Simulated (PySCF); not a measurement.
CH₃COOH, optimised at HF/6-31G*:

```xyz
8

C     -0.9678    -0.0510    -0.0817
C      0.4903     0.3032    -0.0270
O      0.9501     1.3814    -0.2160
O      1.2469    -0.7531     0.2659
H     -1.2811    -0.4547     0.8742
H     -1.5452     0.8292    -0.3205
H     -1.1290    -0.8173    -0.8311
H      2.1561    -0.4684     0.2863
```

Computed with PySCF and rigid-rotor harmonic-oscillator thermochemistry at 1 bar. 6-31G* has spherical d functions here. All species are closed-shell singlets. B3LYP is the form with VWN-RPA correlation.

Problem. List the harmonic frequencies (cm⁻¹, unscaled) at this level and at the other levels, each on its own geometry.

Solution. 
- HF/6-31G*: 100, 452, 587, 638, 726, 939, 1114, 1185, 1355, 1484, 1575, 1614, 1621, 2044, 3228, 3292, 3341, 4038
- B3LYP/6-31G*: 72, 420, 546, 582, 690, 867, 1010, 1081, 1226, 1365, 1435, 1501, 1506, 1859, 3072, 3134, 3186, 3681
- PBE/def2-SVP: 68, 412, 530, 574, 676, 854, 951, 1012, 1170, 1287, 1360, 1390, 1397, 1814, 2994, 3077, 3130, 3622
- PBE0/def2-TZVP: 72, 424, 550, 591, 677, 882, 1000, 1066, 1217, 1346, 1414, 1462, 1468, 1854, 3075, 3144, 3194, 3787
